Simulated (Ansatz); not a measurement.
`OC1COCS1` → `O[C@H](S)[C@@H]1CO1`  (isomerisation)

Calculated with Ansatz (gas phase, PBE0-D4/def2-TZVP geometries, no zero-point term in ΔE). CCSD(T)/CBS is the MP2 limit (def2-TZVPP, def2-QZVPP) plus CCSD(T) − MP2 in def2-TZVPP, frozen cores. Functionals use def2-TZVPP. Each species was taken in one conformer, which may not be the lowest.

`OC1COCS1`:

```xyz
12

O    -1.464   -0.897   -0.640
C    -0.924   -0.095    0.380
C     0.412   -0.716    0.799
O     1.500    0.045    0.307
C     1.088    0.909   -0.703
S    -0.509    1.582   -0.156
H    -2.209   -0.429   -1.028
H    -1.613   -0.012    1.227
H     0.508   -0.755    1.886
H     0.442   -1.733    0.394
H     0.951    0.390   -1.659
H     1.819    1.711   -0.807
```

`O[C@H](S)[C@@H]1CO1`:

```xyz
12

O     1.648    0.560    0.099
C     0.339    1.046    0.094
S    -0.181    1.546    1.746
C    -0.622    0.038   -0.487
C    -0.427   -1.390   -0.283
O    -0.073   -0.773   -1.519
H     1.750    0.068   -0.729
H     0.264    1.977   -0.487
H    -0.204    0.306    2.264
H    -1.624    0.412   -0.678
H     0.414   -1.732    0.314
H    -1.283   -2.057   -0.333
```

| level | ΔE (kJ/mol) | difference from CCSD(T)/CBS |
| --- | --- | --- |
| r2SCAN-D4 | 75.6 | -3.1 |
| PBE0-D4 | 79.7 | 1.0 |
| ωB97X-V | 76.3 | -2.4 |
| ωB97M-V | 76.6 | -2.1 |
| B2PLYP | 76.3 | -2.4 |
| MP2/def2-TZVPP | 75.0 | -3.7 |
| MP2/def2-QZVPP | 77.3 | -1.4 |
| SCS-MP2/def2-QZVPP | 75.9 | -2.8 |
| HF/CBS(def2) | 79.6 | 0.9 |
| CCSD/CBS(def2) | 78.4 | -0.3 |
| CCSD(T)/CBS | 78.7 | 0 |

Largest T1 diagnostic among the species: 0.012.

From PBE to PBE0 (25 % exact exchange), in def2-TZVPP and without D4, ΔE moves by +4.7 kJ/mol. In def2-TZVPP, CCSD(T) changes the Hartree–Fock value by −4.5 kJ/mol (the triples alone add +0.3 kJ/mol) and MP2 by −4.3 kJ/mol.

CCSD(T)/CBS has its own doubt, a few kJ/mol and more with outer-core shells, so smaller differences from it don't rank the levels.
